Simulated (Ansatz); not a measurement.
Task: a geometry optimisation of C4H6ClF, SMILES FC(Cl)C1CC1, with Ansatz 0.2.0 through its Python package. Give the script and its output. Settings: r2SCAN, 6-31G* basis, multiplicity 1.

```yaml
atoms:
  - { symbol: F, position_ang: [1.2821, 1.5267, 0.2320] }
  - { symbol: C, position_ang: [1.4090, 0.1482, 0.2932] }
  - { symbol: Cl, position_ang: [2.5969, -0.3759, -0.9237] }
  - { symbol: C, position_ang: [0.0808, -0.5848, 0.0544] }
  - { symbol: C, position_ang: [-1.1627, 0.0937, 0.6098] }
  - { symbol: C, position_ang: [-0.9062, 0.0844, -0.8911] }
  - { symbol: H, position_ang: [1.7918, -0.1276, 1.2977] }
  - { symbol: H, position_ang: [0.0542, -1.6955, 0.0703] }
  - { symbol: H, position_ang: [-1.0190, 1.0865, 1.0865] }
  - { symbol: H, position_ang: [-1.9647, -0.6044, 0.9302] }
  - { symbol: H, position_ang: [-0.6076, 1.0698, -1.3070] }
  - { symbol: H, position_ang: [-1.5545, -0.6212, -1.4523] }
```

The script, `c4h6clf_opt.py`:
```python
"""Geometry optimisation of C4H6ClF."""

import ansatz
from ase import Atoms
import numpy as np

BASIS_SET = "6-31G*"
XC = "r2scan"


def main() -> None:
    atoms = Atoms(["F", "C", "Cl", "C", "C", "C", "H", "H", "H", "H", "H", "H"], positions=[
        [1.2821, 1.5267, 0.232],
        [1.409, 0.1482, 0.2932],
        [2.5969, -0.3759, -0.9237],
        [0.0808, -0.5848, 0.0544],
        [-1.1627, 0.0937, 0.6098],
        [-0.9062, 0.0844, -0.8911],
        [1.7918, -0.1276, 1.2977],
        [0.0542, -1.6955, 0.0703],
        [-1.019, 1.0865, 1.0865],
        [-1.9647, -0.6044, 0.9302],
        [-0.6076, 1.0698, -1.307],
        [-1.5545, -0.6212, -1.4523],
    ])
    molecule = ansatz.Crystal.molecule_from_ase(atoms)

    job = (
        molecule.calculation()
        .basis(gaussian=BASIS_SET)
        .functional(XC)  # exchange and correlation
    )
    symbols = [site.symbol for site in molecule.cartesian_sites]
    start = np.array([site.position_ang for site in molecule.cartesian_sites], dtype=float)
    rep = job.relax(force_tolerance=0.02, max_steps=100).run(threads=1, pin="off").report
    end = np.array(rep["positions_ang"])

    print("reference energy %16.6f eV" % rep["reference_energy_ev"])
    print("total energy     %16.6f eV" % rep["free_energy_ev"])
    print("occupied (up, down):", rep["n_occupied"], " virtual:", rep["n_virtual"], " frozen:", rep["n_frozen"])

    print("final positions (A) and the move of each atom")
    for symbol, xyz, old in zip(symbols, end, start):
        print(f"{symbol:2s} {xyz[0]:10.5f} {xyz[1]:10.5f} {xyz[2]:10.5f}   {np.linalg.norm(xyz - old):7.4f}")
    with open("c4h6clf_opt.xyz", "w") as handle:
        handle.write(f"{len(symbols)}\nrelaxed C4H6ClF\n")
        handle.writelines(f"{s:2s} {x:11.6f} {y:11.6f} {z:11.6f}\n" for s, (x, y, z) in zip(symbols, end))


if __name__ == "__main__":
    main()
```

`python c4h6clf_opt.py` gives:
```text
reference energy    -19479.458173 eV
total energy        -19479.458173 eV
occupied (up, down): [28, 28]  virtual: [78, 78]  frozen: 0
final positions (A) and the move of each atom
F     1.23520    1.47467    0.27739    0.0835
C     1.37742    0.11202    0.31285    0.0519
Cl    2.59041   -0.35784   -0.96163    0.0425
C     0.06442   -0.55672    0.06603    0.0345
C    -1.18432    0.10752    0.59452    0.0299
C    -0.91062    0.07682   -0.88530    0.0105
H     1.84234   -0.15977    1.26568    0.0679
H     0.11710   -1.64310    0.09700    0.0861
H    -1.06431    1.06051    1.10322    0.0548
H    -1.96115   -0.53796    0.99687    0.0942
H    -0.60408    1.00829   -1.35406    0.0775
H    -1.50230   -0.58455   -1.51257    0.0878
```

`c4h6clf_opt.xyz`, as written:
```text
12
relaxed C4H6ClF
F     1.235204    1.474669    0.277388
C     1.377425    0.112016    0.312848
Cl    2.590409   -0.357835   -0.961631
C     0.064425   -0.556716    0.066029
C    -1.184325    0.107520    0.594521
C    -0.910623    0.076821   -0.885295
H     1.842339   -0.159774    1.265681
H     0.117101   -1.643098    0.096997
H    -1.064315    1.060512    1.103221
H    -1.961153   -0.537959    0.996872
H    -0.604083    1.008292   -1.354060
H    -1.502304   -0.584548   -1.512571
```

Notes:
- Total energies depend on the basis set; only differences at equal settings carry meaning.
- The end point is the stationary point reached from this start; no frequency run checks that it is a minimum, and the basis set is modest.
- Timing: 64 s on 1 thread of Arm Neoverse V2 (shared host), peak memory 0.24 GiB.

(Lines on the test bed's own set-up are left out of the output.)
